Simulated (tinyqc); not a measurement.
Inside a calculation. Method: harmonic frequencies on the UHF/sto-6g surface (energies and gradients from PySCF), for NH, spin multiplicity 3. One step of it, computed by the program tinyqc.

Task: Normal modes. Diagonalise H_ij / sqrt(m_i m_j); the 5 smallest eigenvalues belong to translations and rotations; wavenumber = sqrt(eigenvalue / 1822.888) x 219474.63; each mode has its largest component positive (the first on a tie); zero-point energy = sum of wavenumbers / 2, with 349.755 1/cm per kcal/mol. A mass of 2.014 u marks deuterium.

Hessian (symmetrised) (hartree/bohr^2), lower triangle:
```
             1Nx          1Ny          1Nz         2Hx         2Hy         2Hz
1Nx   0.00001126
1Ny   0.00000000   0.00001126
1Nz   0.00000000   0.00000000   0.45648318
2Hx  -0.00001126   0.00000000   0.00000000  0.00001126
2Hy   0.00000000  -0.00001126   0.00000000  0.00000000  0.00001126
2Hz   0.00000000   0.00000000  -0.45648318  0.00000000  0.00000000  0.45648318
```

masses (u): 1N 14.003074, 2H 2.014102

Give: eigenvalues of the mass-weighted Hessian; harmonic wavenumbers of the vibrations; mass-weighted modes; zero-point energy.

Result:

eigenvalues of the mass-weighted Hessian (hartree/(bohr^2 u)): 0.000  0.000  0.000  0.000  0.000  0.259

harmonic wavenumbers of the vibrations (1/cm): 2617.3

mass-weighted modes:
```
     mode 1
1Nx   0.000
1Ny   0.000
1Nz  -0.355
2Hx   0.000
2Hy   0.000
2Hz   0.935
```

zero-point energy = 3.742 kcal/mol
